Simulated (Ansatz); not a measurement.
A made-up structure of C2H2S, closed shell:

```json
{"atom": "C1", "x (Å)": "0.5478", "y (Å)": "-0.2512", "z (Å)": "0.1019"}
{"atom": "C2", "x (Å)": "-0.6202", "y (Å)": "0.2843", "z (Å)": "-0.1153"}
{"atom": "S3", "x (Å)": "-2.0102", "y (Å)": "0.9217", "z (Å)": "-0.3739"}
{"atom": "H4", "x (Å)": "-3.1305", "y (Å)": "1.1882", "z (Å)": "0.3497"}
{"atom": "H5", "x (Å)": "0.6862", "y (Å)": "-0.9627", "z (Å)": "0.9075"}
```

It is relaxed with PBE-D4/def2-SVP and then PBE0-D4/def2-TZVP (Ansatz 0.2.0). Atoms count as bonded within 1.22 times the sum of their covalent radii (H–H: 0.88 Å). The end point is not checked to be a true minimum.

Problem. Does its bonding change? (A judgement: the text doesn't fix the answer.)

Solution. By the calculation: No: no bond forms or breaks.

Where it ends: The first stage lowers the energy by 2.33 eV in 7 steps. It ends as C₂H₂S (C#CS):
```json
{"atom": "C1", "x (Å)": "0.1723", "y (Å)": "-0.3600", "z (Å)": "0.3900"}
{"atom": "C2", "x (Å)": "-0.8141", "y (Å)": "0.1985", "z (Å)": "-0.0144"}
{"atom": "S3", "x (Å)": "-2.1410", "y (Å)": "0.9591", "z (Å)": "-0.7081"}
{"atom": "H4", "x (Å)": "-2.7842", "y (Å)": "1.2348", "z (Å)": "0.4414"}
{"atom": "H5", "x (Å)": "1.0400", "y (Å)": "-0.8520", "z (Å)": "0.7609"}
```

For scale, one of the runs: PBE0-D4/def2-TZVP relaxation, 111 basis functions, launched by `ansatz run in.yaml --threads 2 --pin off --events-out ev --progress --plain --max-ram 4352MiB`. The run took about 8.5 s on 2 CPU threads of an Arm Neoverse V2 (shared host).
